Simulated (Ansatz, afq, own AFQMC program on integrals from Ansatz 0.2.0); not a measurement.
Two steps: Ansatz 0.2.0 writes the Fock matrix and Cholesky factors of the valence space, and afq projects on them the lowest state that overlaps trial and start.

```yaml
crystal:
  periodic: [false, false, false]
  atoms:
    - {symbol: Si, position_ang: [0.000000, 0.000000, 0.234378]}
    - {symbol: B, position_ang: [0.000000, 0.000000, -1.984622]}
    - {symbol: H, position_ang: [0.000000, 0.000000, 1.750243]}
basis:
  gaussian: {orbitals: 6-31G}
magnetization: {spin_polarized: false}
correlation: {method: ccsd_t, electrons: outside_noble_gas, hamiltonian_folder: ham}
```

```sh
$ ansatz run in.yaml --threads 1 --pin off --events-out ev --progress --plain --max-ram 16896MiB --backend cuda --devices 0, --max-vram 18GiB
```

afq runs on the folder ham with

```
--method phaseless --trial cisd --walkers 4000 --populations 20 --least-time 60 --time-step 0.005 --steps-per-block 50 --equilibration-blocks 28 --max-blocks 4000 --target-error 0.00017 --factor-cut 1e-05 --seed 1066 --release-times 0.24,0.51,0.99,1.62,2.4 --release-step 0.03 --release-every 3 --taylor-order 6
```

Times are imaginary, in 1/Eh. The walk had a cap of 122 s. With eight or more populations the least sampling time is a fifth of least-time, and the error comes from their spread.

afq prints:

```
orbitals 18  electrons 4 4  factors 106 of 298
reference energy -313.89391672 Eh
CCSD correlation -0.12628169 Eh in 16 cycles, weight of the determinant in the CISD state 0.8179
energy of the start -314.020194 Eh
 block  time / (1/Eh)  mean weight  energy / Eh
     1     0.250  0.9999  -314.019143
     2     0.500  1.0000  -314.019418
     3     0.750  1.0000  -314.019901
     4     1.000  1.0001  -314.020696
     5     1.250  1.0000  -314.021588
    11     2.750  0.9999  -314.024879
    23     5.750  0.9999  -314.027376
    25     6.250  0.9995  -314.026668
    35     8.750  1.0001  -314.027878
    47    11.750  1.0000  -314.027738
    59    14.750  0.9998  -314.027759
    71    17.750  1.0002  -314.027363
    83    20.750  0.9999  -314.028066
    95    23.750  0.9998  -314.027778
   107    26.750  1.0002  -314.028420
   117    29.250  1.0000  -314.026997
error from the spread of 20 populations
released: time / (1/Eh)  energy / Eh  error  mean overlap
  0.24  -314.028120  0.000122  0.9987
  0.51  -314.028404  0.000084  0.9979
  0.99  -314.028967  0.000095  0.9986
  1.62  -314.029502  0.000180  0.9985
  2.40  -314.029835  0.000147  0.9981
energy -314.027630 +/- 0.000146 Eh
(rows thinned)
```

The run passed its tests (sampling time, drift between the halves within three errors, error under three times the target), which doesn't prove that it has relaxed.

Against this walk (error 4.0 meV) on the same determinant: CCSD(T) 0.3 meV higher (within the noise), CCSDT(Q) 124.0 meV lower, CCSDTQ 143.8 meV lower, full CI 148.8 meV lower. The error is statistical and leaves out the bias of the constraint. The released energies are still falling (meV from the phaseless value at times in 1/Eh: -13 ± 3 at 0.24, -21.1 ± 2.3 at 0.51, -36 ± 3 at 0.99, -51 ± 5 at 1.62, -60 ± 4 at 2.40), so they give no level; they do show a bias of the constraint, and the last of them that isn't too noisy lies 89 meV above full CI. Full CI is exact here, so the walk's 149 meV above it is the walk's own error: the bias of the constraint with this trial. The determinant is a poor start (see the cautions), so the low cluster orders aren't to be relied on, and full CI is the sure value.

Cautions: constraint bias not in the error; another spin lies lower; restricted determinant unstable towards unrestricted (UHF 811 meV lower, ⟨S²⟩ 1.15); strong correlation (T1 0.048, weight of the determinant 0.82, largest double 0.16); the CCSDT(Q) amplitudes may be one of several solutions (largest double 0.54); the CCSDTQ amplitudes may be one of several solutions (largest double 0.94); the determinant fills πx and πy unequally, so it mixes two states of the linear molecule, and each level undoes that mixture to a different degree, while full CI gives the lower state; CCSDTQ on the UHF determinant differs (795 meV lower), perhaps since the unrestricted series falls towards higher spin.

The walk took 26 s on 1 × NVIDIA H100 80GB HBM3 with 2 threads of AMD EPYC 7R13 Processor (Zen 3), with other jobs on the host (the card was shared). The log's last line is the phaseless energy.

CCSDT and higher add their correlation energy to the determinant of the CCSD(T) run, since their own runs factorise the integrals more tightly (a shift of under 2 meV).
